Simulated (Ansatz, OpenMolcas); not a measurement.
**A ladder of methods for BF (SMILES [B]F)**

The species is BF (2 atoms), meant as a singlet with charge 0. SMILES: `[B]F`. Geometry: relaxed at PBE0-D4/def2-TZVP.

```xyz
2

B     0.0000    0.0000   -0.0094
F     0.0000    0.0000    1.2537
```

Quantity: the energy change with the B1–F2 bond stretched from 1.263 to 1.867 Å, in eV. The values are calculated.

```
                      level                    kind     program  value (eV)  less FCI/STO-3G  CPU time (all runs)
  B3LYP/STO-3G (restricted)           global hybrid  OpenMolcas        3.99            +0.06                4.8 s
  HSE06/STO-3G (restricted)  range-separated hybrid      Ansatz        4.13            +0.20                  1 s
wB97M-V/STO-3G (restricted)  range-separated hybrid      Ansatz        4.29            +0.36                8.9 s
RPA@PBE/STO-3G (restricted)                     RPA      Ansatz        3.72            -0.21                1.1 s
           MRCI(2,2)/STO-3G          multireference  OpenMolcas        4.11            +0.18                2.8 s
   ACPF/STO-3G (restricted)   coupled cluster or CI  OpenMolcas        3.84            -0.09                2.9 s
 CCSDTQ/STO-3G (restricted)   coupled cluster or CI      Ansatz        3.93             0.00                4.8 s
                 FCI/STO-3G      exact in the basis      Ansatz        3.93             0.00                0.3 s
```

FCI/STO-3G is exact within its basis and frozen core, so for wave-function methods in that basis the difference is their error; functionals converge differently with the basis, so for them it is only a difference. The first shape isn't each level's own minimum. The values span 3.72 to 4.29 eV. All rows use very small basis sets, so even the best lies far from the true value. Times are those of the runs behind each value, whatever else they computed, on shared processors of several kinds: orders of magnitude only.
